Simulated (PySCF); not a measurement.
Isomers of C6H4N4.

All values: CAM-B3LYP/def2-SVPD (PySCF) at GFN2-xTB geometries, gas phase, one conformer each. Core orbitals are frozen in the response; Δα² is half the sum of the squared differences of the principal polarisabilities. Dipoles and anisotropies that the point group forbids are given as zero.

Task: Rank by HOMO–LUMO gap, lowest first.
A. `[CH:1]#[C:2][CH2:3][n:4]1[cH:5][c:6]([C:7]#[N:8])[n:9][n:10]1` with C2–C3–N4–C5 -50°
B. `[CH2:1]=[CH:2][c:3]1[n:4][n:5][cH:6][c:7]([C:8]#[N:9])[n:10]1` with C1–C2–C3–N4 180°
C. 1,4,5,8-tetraazanaphthalene, `c1cnc2nccnc2n1`
D. `[CH2:1]=[CH:2][c:3]1[n:4][cH:5][n:6][c:7]([C:8]#[N:9])[n:10]1` with C1–C2–C3–N4 180°

Result: C (6.73 eV), B (6.87 eV), D (7.93 eV), A (9.33 eV).

Task: Rank by HOMO energy, lowest first.
A. `[CH:1]#[C:2][CH2:3][n:4]1[cH:5][c:6]([C:7]#[N:8])[n:9][n:10]1` with C2–C3–N4–C5 -50°
B. `[CH2:1]=[CH:2][c:3]1[n:4][n:5][cH:6][c:7]([C:8]#[N:9])[n:10]1` with C1–C2–C3–N4 180°
C. `[CH2:1]=[CH:2][c:3]1[n:4][cH:5][n:6][c:7]([C:8]#[N:9])[n:10]1` with C1–C2–C3–N4 180°
D. 1,4,5,8-tetraazanaphthalene (`c1cnc2nccnc2n1`)

Result: C (-9.71 eV), A (-9.50 eV), B (-8.94 eV), D (-8.65 eV).

Task: Rank by mean static polarisability, lowest first.
A. `[CH:1]#[C:2][CH2:3][n:4]1[cH:5][c:6]([C:7]#[N:8])[n:9][n:10]1` with C2–C3–N4–C5 -50°
B. 1,4,5,8-tetraazanaphthalene (`c1cnc2nccnc2n1`)
C. `[CH2:1]=[CH:2][c:3]1[n:4][n:5][cH:6][c:7]([C:8]#[N:9])[n:10]1` with C1–C2–C3–N4 180°

Result: A (13.34 Å³), B (14.04 Å³), C (14.32 Å³).

All values together:

```tsv
SMILES	μ (D)	HOMO (eV)	LUMO (eV)	α (Å³)	Δα (Å³)
c1cnc2nccnc2n1	0.00	-8.65	-1.91	14.04	12.51
C#CCn1cc(C#N)nn1	7.06	-9.50	-0.17	13.34	7.82
C=Cc1nncc(C#N)n1	1.85	-8.94	-2.07	14.32	10.43
C=Cc1ncnc(C#N)n1	4.22	-9.71	-1.78	13.96	9.70
```

Conformers: `[CH:1]#[C:2][CH2:3][n:4]1[cH:5][c:6]([C:7]#[N:8])[n:9][n:10]1` with C2–C3–N4–C5 -50°; `[CH2:1]=[CH:2][c:3]1[n:4][n:5][cH:6][c:7]([C:8]#[N:9])[n:10]1` with C1–C2–C3–N4 180°; `[CH2:1]=[CH:2][c:3]1[n:4][cH:5][n:6][c:7]([C:8]#[N:9])[n:10]1` with C1–C2–C3–N4 180°.
